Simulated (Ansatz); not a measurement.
# AlNH (doublet): the correlation ladder at scale of all distances = 1.509, 6-31G

Aim: climb from Hartree-Fock through coupled cluster and multireference methods for AlNH (doublet) at one geometry and basis, and see what each rung misses.

Program: Ansatz 0.2.0, Gaussian basis. Level of theory: 6-31G, core rule «outside noble gas», up to 6 orbitals frozen. These are calculated values, not measurements.

To be run: UHF; CCSD(T) on ROHF; CCSD(T) on UHF; BCCD(T) on ROHF; CISD; CCSDT(Q) on ROHF; CCSDT(Q) on UHF; CCSDTQ on ROHF; CASSCF and MRCISD+Q, 3 electrons in 3 orbitals; CASSCF and NEVPT2, 3 electrons in 3 orbitals; CASSCF and MRCISD+Q, 9 electrons in 9 orbitals; CASSCF and NEVPT2, 9 electrons in 9 orbitals; Full CI.

16 further runs of the same task are left out: 5 for a known fault of the program, 10 that didn't finish, 1 set aside as unsound or not needed.

## 1. The system

The geometry derives from a PBE0/def2-TZVP stationary point (not a proven minimum). All distances are scaled together.

3 atoms, charge 0, spin multiplicity 2.

Atoms are counted from 1 here; the program's logs count them from 0.

No contacts short enough for the rule that draws bonds.

As a file:

```
Al    0.0000    0.0493    0.9605
N     0.0000   -0.1610   -1.6528
H     0.0000    0.9167   -2.7439
```

## 2. UHF

Contents of in.yaml:

```yaml
crystal:
  periodic: [false, false, false]
  atoms:
    - {symbol: Al, position_ang: [0.000000, 0.049308, 0.960517]}
    - {symbol: N, position_ang: [0.000000, -0.160951, -1.652815]}
    - {symbol: H, position_ang: [0.000000, 0.916697, -2.743950]}
basis:
  gaussian: {orbitals: 6-31G}
magnetization: {spin_polarized: true, initial_magnetization: 1}
hamiltonian: {xc: hf}
output: {orbitals: {seedname: orbitals}}
```

Run with:

```bash
$ ansatz run in.yaml --threads 1 --pin off --events-out ev --progress --plain --max-ram 2393MiB
```

The runs that follow: CCSD(T) on ROHF; CCSD(T) on UHF; BCCD(T) on ROHF; CISD; CCSDT(Q) on ROHF; CCSDT(Q) on UHF; CCSDTQ on ROHF; CASSCF and MRCISD+Q, 3 electrons in 3 orbitals; CASSCF and NEVPT2, 3 electrons in 3 orbitals; CASSCF and MRCISD+Q, 9 electrons in 9 orbitals; CASSCF and NEVPT2, 9 electrons in 9 orbitals; Full CI.

**Question.** What will the summary of the whole plan be? Wanted: FCI below the RHF energy; RMP2 from FCI; UMP2 from FCI; RCCSD from FCI; RCCSD(T) from FCI; UCCSD(T) from FCI; RCCSDT(Q) from FCI; UCCSDT(Q) from FCI; NEVPT2 pair from FCI.

As calculated:

| quantity | value |
| --- | --- |
| FCI below the RHF energy | -4.8945 eV |
| RMP2 from FCI | +118.1 kJ/mol |
| UMP2 from FCI | +182.1 kJ/mol |
| RCCSD from FCI | +22.9 kJ/mol |
| RCCSD(T) from FCI | +4.6 kJ/mol |
| UCCSD(T) from FCI | +11.2 kJ/mol |
| RCCSDT(Q) from FCI | -0.3 kJ/mol |
| UCCSDT(Q) from FCI | +0.8 kJ/mol |
| NEVPT2 pair from FCI | +87.9 kJ/mol |
| NEVPT2 valence from FCI | +37.4 kJ/mol |
| MRCISD+Q valence from FCI | +3.2 kJ/mol |
| levels within 1 kcal/mol (43 meV) | RCCSDT, UCCSDT, RCCSDT(Q), UCCSDT(Q), RCCSDTQ, MRCISD+Q valence |
| T1 diagnostic | 0.065 |
| effectively unpaired electrons | 1.36 |

**Reading.** RCCSD(T) misses by +4.6 kJ/mol, 1.0 % of the correlation energy. CCSD(T) misses by +4.6 kJ/mol on the restricted determinant and by +11.2 kJ/mol on the unrestricted one; the two need not hold the same state or core. RCCSDT(Q) falls below full CI, which methods that aren't variational can do. The occupations show some static correlation. Of the multireference levels listed MRCISD+Q valence comes nearest in total energy (+3.2 kJ/mol), which doesn't show that its space is the better one. These misses are within one basis, not against nature; the frozen cores of restricted and unrestricted runs differ, which can shift their rows.
